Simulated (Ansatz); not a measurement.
# CHSi (doublet): the correlation ladder at scale of all distances = 1.130, 6-31G

Aim: climb from Hartree-Fock through coupled cluster and multireference methods for CHSi (doublet) at one geometry and basis, and see what each rung misses.

Program: Ansatz 0.2.0, Gaussian basis. Level of theory: 6-31G, core rule «outside noble gas», up to 6 orbitals frozen. These are calculated values, not measurements.

The runs, in order: UHF; CCSD(T) on ROHF; CCSD(T) on UHF; BCCD(T) on ROHF; CISD; CCSDT(Q) on ROHF; CCSDT(Q) on UHF; CISDTQ; CCSDTQ on ROHF; CASSCF and MRCISD+Q, 3 electrons in 3 orbitals; CASSCF and NEVPT2, 3 electrons in 3 orbitals; CASSCF and MRCISD+Q, 9 electrons in 9 orbitals; CASSCF and NEVPT2, 9 electrons in 9 orbitals; Full CI.

12 further runs of the same task are left out: 2 for a known fault of the program, 9 that didn't finish, 1 set aside as unsound or not needed.

## (1) What is computed

The geometry derives from a PBE0/def2-TZVP stationary point (not a proven minimum). All distances are scaled together.

3 atoms, charge 0, spin multiplicity 2.

Atoms are counted from 1 here; the program's logs count them from 0.

Bond lengths: Si1–C2 1.901 Å, C2–H3 1.220 Å. Angles: Si1–C2–H3 180.0°.

## (2) UHF

Contents of in.yaml:

```yaml
crystal:
  periodic: [false, false, false]
  atoms:
    - {symbol: Si, position_ang: [0.000000, 0.000000, 1.674029]}
    - {symbol: C, position_ang: [0.000000, 0.000000, -0.227141]}
    - {symbol: H, position_ang: [0.000000, 0.000000, -1.446889]}
basis:
  gaussian: {orbitals: 6-31G}
magnetization: {spin_polarized: true, initial_magnetization: 1}
hamiltonian: {xc: hf}
output: {orbitals: {seedname: orbitals}}
```

Run with:

```console
$ ansatz run in.yaml --threads 1 --pin off --events-out ev --progress --plain --max-ram 2393MiB
```

After this run come: CCSD(T) on ROHF; CCSD(T) on UHF; BCCD(T) on ROHF; CISD; CCSDT(Q) on ROHF; CCSDT(Q) on UHF; CISDTQ; CCSDTQ on ROHF; CASSCF and MRCISD+Q, 3 electrons in 3 orbitals; CASSCF and NEVPT2, 3 electrons in 3 orbitals; CASSCF and MRCISD+Q, 9 electrons in 9 orbitals; CASSCF and NEVPT2, 9 electrons in 9 orbitals; Full CI.

Before running them: what should the planned runs give, taken together? Wanted: FCI below the RHF energy; RMP2 from FCI; UMP2 from FCI; RCCSD from FCI; RCCSD(T) from FCI; UCCSD(T) from FCI; RCCSDT(Q) from FCI; UCCSDT(Q) from FCI; NEVPT2 pair from FCI.

**Answer**, as computed:

```
                         quantity                                                                    value
         FCI below the RHF energy                                                               -4.6373 eV
                    RMP2 from FCI                                                             +88.3 kJ/mol
                    UMP2 from FCI                                                            +135.2 kJ/mol
                   RCCSD from FCI                                                             +23.9 kJ/mol
                RCCSD(T) from FCI                                                              +5.9 kJ/mol
                UCCSD(T) from FCI                                                              +7.5 kJ/mol
               RCCSDT(Q) from FCI                                                              +0.3 kJ/mol
               UCCSDT(Q) from FCI                                                              -0.1 kJ/mol
             NEVPT2 pair from FCI                                                             +86.1 kJ/mol
           MRCISD+Q pair from FCI                                                             +10.5 kJ/mol
          NEVPT2 valence from FCI                                                             +28.7 kJ/mol
levels within 1 kcal/mol (43 meV)  RCCSDT, UCCSDT, CISDTQ, RCCSDT(Q), UCCSDT(Q), RCCSDTQ, MRCISD+Q valence
                    T1 diagnostic                                                                    0.042
   effectively unpaired electrons                                                                     1.26
```

RCCSD(T) lands +5.9 kJ/mol from the yardstick (1.3 % of the correlation energy). The occupations show some static correlation. Of the multireference levels listed MRCISD+Q valence comes nearest in total energy (+1.6 kJ/mol), which doesn't show that its space is the better one. These misses are within one basis, not against nature; the frozen cores of restricted and unrestricted runs differ, which can shift their rows.
